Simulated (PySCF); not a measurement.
C2H5, SMILES [CH2]C, multiplicity 2. The structure is a stationary point at PBE-D3(BJ)/def2-TZVP. The isomer is the one that the SMILES or the coordinates give; other isomers of the formula were not compared.

The numbers are results of PBE-D3(BJ)/def2-TZVP run with PySCF, not measurements.

Harmonic wavenumbers (cm⁻¹): 104, 487, 788, 943, 1060, 1152, 1343, 1414, 1426, 1430, 2880, 2979, 3027, 3085, 3183. Rotational constants (GHz): 102.7, 22.76, 21.07; symmetry number 1.

Task: Work out the zero-point energy and the ideal-gas rigid-rotor harmonic-oscillator thermochemistry at 298.15 K and 1 atm.

Result: ZPE = ½ Σ hcν = ½ × 25302 cm⁻¹ = 151.34 kJ/mol. H − E(el) = 164.32 kJ/mol. Entropy in J/(mol K): translation 150.77, rotation 81.25, vibration 19.23, spin 5.76, total 257.01. G − E(el) = 87.69 kJ/mol. Cp = 55.50 J/(mol K). Modes under 150 cm⁻¹ make the vibrational entropy uncertain.
